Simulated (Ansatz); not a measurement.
**AlSiH (triplet): inputs that go wrong at distance Al2–H3 = 1.599 Å**

4 inputs are run for AlSiH (triplet) as typed; the log has to tell whether the result can be used and what must change.

Computed with Ansatz 0.2.0, Gaussian basis. Level: the settings change from run to run.

22 further runs of the same task are left out: 3 for a mislabelled method, 1 for a known fault of the program, 13 that didn't finish, 5 set aside as unsound or not needed.

### Step 1. The geometry

The geometry derives from a PBE0/def2-TZVP stationary point (not a proven minimum). One bond is set to the value named and the two fragments are kept rigid.

3 atoms, charge 0, spin multiplicity 3.

Atoms are counted from 1 here; the program's logs count them from 0.

Bond lengths: Si1–Al2 2.333 Å, Al2–H3 1.599 Å. Angles: Si1–Al2–H3 180.0°.

Coordinates:

```xyz
3
AlHSi
Si    0.0000    0.0000    2.0886
Al    0.0000    0.0000   -0.2449
H     0.0000    0.0000   -1.8437
```

### Step 2. Input 1

in.yaml reads:

```yaml
crystal:
  periodic: [false, false, false]
  atoms:
    - {symbol: Si, position_ang: [0.000000, 0.000000, 2.088600]}
    - {symbol: Al, position_ang: [0.000000, 0.000000, -0.244867]}
    - {symbol: H, position_ang: [0.000000, 0.000000, -1.843733]}
basis:
  gaussian: {orbitals: def2-SVP}
magnetization: {spin_polarized: false, initial_magnetization: 2}
hamiltonian: {xc: r2scan}
correlation: {method: sc_nevpt2, electrons: valence, active_space: {window: {electrons: 4, orbitals: 4}}}
accuracy: high
```

Run with:

```console
$ ansatz run in.yaml --threads 1 --pin off --events-out ev --progress --plain --max-ram 2393MiB
```

The log of the run:

```text
Error: invalid value for `correlation.active_space`: it starts from restricted Hartree–Fock orbitals; set hamiltonian.xc: hf without magnetization.spin_polarized
```

Wall time 0.03 s (1 thread of Arm Neoverse V1, shared host).

**Diagnosis.** The run was refused. An active space is asked on a functional's orbitals. Cure: start from Hartree-Fock.

### Step 3. Input 2

in.yaml reads:

```yaml
crystal:
  periodic: [false, false, false]
  atoms:
    - {symbol: Si, position_ang: [0.000000, 0.000000, 2.088600]}
    - {symbol: Al, position_ang: [0.000000, 0.000000, -0.244867]}
    - {symbol: H, position_ang: [0.000000, 0.000000, -1.843733]}
basis:
  gaussian: {orbitals: 6-31G}
magnetization: {spin_polarized: false, initial_magnetization: 2}
correlation: {method: fic_mrcisd_q, electrons: all, active_space: {window: {electrons: 4, orbitals: 4}, places: [1, 2]}}
accuracy: high
```

Launched as before.

The log of the run:

```text
Error: invalid value for `correlation.active_space`: name one of window, places and ras
```

It took 0.03 s on 1 thread of Arm Neoverse V1, shared host.

Diagnosis: The run was refused. The active space is defined twice. To mend it, keep one definition.

### Step 4. Input 3

in.yaml reads:

```yaml
crystal:
  periodic: [false, false, false]
  atoms:
    - {symbol: Si, position_ang: [0.000000, 0.000000, 3.946827]}
    - {symbol: Al, position_ang: [0.000000, 0.000000, -0.462725]}
    - {symbol: H, position_ang: [0.000000, 0.000000, -3.484102]}
basis:
  gaussian: {orbitals: STO-3G}
magnetization: {spin_polarized: false, initial_magnetization: 2}
correlation: {method: sc_nevpt2, electrons: outside_noble_gas, active_space: {window: {electrons: 2, orbitals: 5}, states: [{multiplicity: 3, weights: [1, 0.5]}], root: 0}}
```

Launched as before.

The log of the run, shortened:

```text
Functional definition: HF
  name "HF"
  cite "Fock, Z. Phys. 61, 126 (1930) doi:10.1007/BF01340294"
  parent pbe
[...]
281 factors; integrals over basis functions are off by at most 2.7e-8 eV
[...]
mean field -14279.22630387 eV, -524.7518878599 hartree, gradient 5.7e-6 eV, S^2 2.000000; 13 other end points of the search recorded, 0 dependent functions left out
reference -14279.22630387 eV, -524.7518878599 hartree; 15, 13 occupied and 4, 6 virtual orbitals, 281 factors
state -14279.22608602 eV, -524.7518798543 hartree
state -14279.22555640 eV, -524.7518603912 hartree
state -14279.22608602 eV, -524.7518798543 hartree; corrected -14280.64137610 eV, -524.8038908054 hartree
state -14279.22555640 eV, -524.7518603912 hartree; corrected -14280.64090955 eV, -524.8038736598 hartree
state -14278.09827257 eV, -524.7104334744 hartree
state -14278.09778484 eV, -524.7104155506 hartree
state -14278.09827257 eV, -524.7104334744 hartree; corrected -14278.75491993 eV, -524.7345648199 hartree
state -14278.09778484 eV, -524.7104155506 hartree; corrected -14278.75451243 eV, -524.7345498442 hartree
state -14279.22608602 eV, -524.7518798543 hartree; corrected -14280.64137610 eV, -524.8038908054 hartree
state -14279.22555640 eV, -524.7518603912 hartree; corrected -14280.64090955 eV, -524.8038736598 hartree
WARN: 2 active orbitals are nearly empty or full. The corrections depend on them more than the energy does, and are more stable in an active space without them
Total energy: -14280.64137610 eV, -524.8038908054 hartree
```

It took 0.78 s on 1 thread of Arm Neoverse V1, shared host.

**Diagnosis.** The run converged, which proves nothing about the input. The coordinates are scaled by the bohr-ångström factor. The shortest distance is 3.02 Å, against 1.60 Å in the geometry of step 1. Its energy belongs to another geometry. Fix: restore the coordinates in ångström.

### Step 5. Input 4

in.yaml reads:

```yaml
crystal:
  periodic: [false, false, false]
  atoms:
    - {symbol: Si, position_ang: [0.000000, 0.000000, 1.105287]}
    - {symbol: Al, position_ang: [0.000000, 0.000000, -0.129584]}
    - {symbol: H, position_ang: [0.000000, 0.000000, -0.975704]}
basis:
  gaussian: {orbitals: 6-31G}
magnetization: {spin_polarized: false, initial_magnetization: 2}
correlation: {active_space: {window: {electrons: 6, orbitals: 6}, fixed_orbitals: true}}
accuracy: high
output: {forces: true}
```

The command is unchanged.

The log of the run, shortened:

```text
Functional definition: HF
  name "HF"
  cite "Fock, Z. Phys. 61, 126 (1930) doi:10.1007/BF01340294"
  parent pbe
[...]
567 factors; integrals over basis functions are off by at most 3.7e-9 eV
[...]
mean field -14416.25640425 eV, -529.7876511666 hartree, gradient 2.8e-8 eV, S^2 2.000000; 2 other end points of the search recorded, 0 dependent functions left out
reference -14416.25640425 eV, -529.7876511666 hartree; 15, 13 occupied and 13, 15 virtual orbitals, 567 factors
state -14416.33623766 eV, -529.7905849904 hartree
[...]
Total energy: -14416.33623766 eV, -529.7905849904 hartree
Atom 0 at     0.000000     0.000000     1.105287 Å, force     0.000000    -0.000000    89.739073 eV/Å
Atom 1 at     0.000000     0.000000    -0.129584 Å, force    -0.000000     0.000000   -31.599777 eV/Å
Atom 2 at     0.000000     0.000000    -0.975704 Å, force     0.000000    -0.000000   -58.139296 eV/Å
Dipole moment:     0.000000     0.000000    -0.181051 e Å
```

Wall time 0.93 s (1 thread of Arm Neoverse V1, shared host).

What is wrong: The run converged, which proves nothing about the input. The coordinates are scaled by the bohr-ångström factor. The shortest distance is 0.85 Å, against 1.60 Å in the geometry of step 1. Its energy belongs to another geometry. Fix: restore the coordinates in ångström.

### Step 6. How the runs ended

```
input                 level      ended                                                   cause    time
    1  NEVPT2(4,4)/def2-SVP    refused     an active space is asked on a functional's orbitals  0.03 s
    2   MRCISD+Q(4,4)/6-31G    refused                       the active space is defined twice  0.03 s
    3    NEVPT2(2,5)/STO-3G  converged  the coordinates are scaled by the bohr-ångström factor  0.78 s
    4      CASCI(6,6)/6-31G  converged  the coordinates are scaled by the bohr-ångström factor  0.93 s
```

2 refused, 2 converged. The input that converges on a wrong geometry or spin is the dangerous one: no error points at it, so geometry and ⟨S²⟩ have to be checked.
